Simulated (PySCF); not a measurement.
Ionisation of 3,3,3-trifluoroprop-1-yne

Molecule: 3,3,3-trifluoroprop-1-yne, `C#CC(F)(F)F` (C3HF3). Non-hydrogen atoms are numbered in `[CH:1]#[C:2][C:3]([F:4])([F:5])[F:6]`.

Level of theory: ωB97X-D3(BJ)/ma-def2-TZVP single points in PySCF, grid level 2; every species was optimised with PBE0-D3(BJ)/def2-SVP. Thermal corrections: PBE0-D3(BJ)/def2-SVP frequencies, unscaled, ideal gas at 298.15 K and 1 bar, quasi-RRHO entropy.

Frontier levels of the parent: HOMO -11.76 eV, LUMO 0.94 eV.

Oxidation to the radical cation:
* Vertical ionisation energy (electronic): 11.97 eV
* Adiabatic ionisation energy (with zero-point energy): 11.72 eV
* Adiabatic, electronic part: 11.77 eV
* Vertical gap at the product's structure: 11.35 eV
* Inner reorganisation energy (four-point): 617 meV
* Relaxation of product / of parent: 203 / 414 meV
* ⟨S²⟩ of the product: 0.752
* Largest spin populations: C1 0.52, C2 0.47
* Largest changes of atomic charge: C2 0.34, C1 0.33, H (on C1) 0.10
* Distances that move most (Å): C2–C3 1.469 → 1.526; C1–C2 1.207 → 1.255; C3–F5 1.332 → 1.302; C3–F6 1.331 → 1.302
* Potential in acetonitrile: 8.93 V absolute, 4.39 V against Fc+/Fc computed at 4.54 V (solvation -12 → -276 kJ/mol)

Solvents are IEF-PCM continua (electrostatics only, gas-phase structures); absolute potentials refer to an electron at rest in vacuum. Fc+/Fc in acetonitrile, 4.54 V, is ωB97X-D3(BJ)/ma-def2-TZVP on PBE0-D3(BJ)/def2-SVP structures with GFN2-xTB thermal terms. Benchmark calculations put it near 5.0 V in acetonitrile and DMSO, so it is about 0.5 V low, and the value against it can read up to that much too high.

Measured values (NIST Chemistry WebBook, evaluated or the median of agreeing entries): adiabatic ionisation energy 11.89 eV (computed 11.72, difference -0.17).

Hardware: 1 thread of Arm Neoverse V2, shared with other jobs. Command: `OMP_NUM_THREADS=1 python redox_run.py task.json out`. Structures, frequencies and single points: 4.4 min.
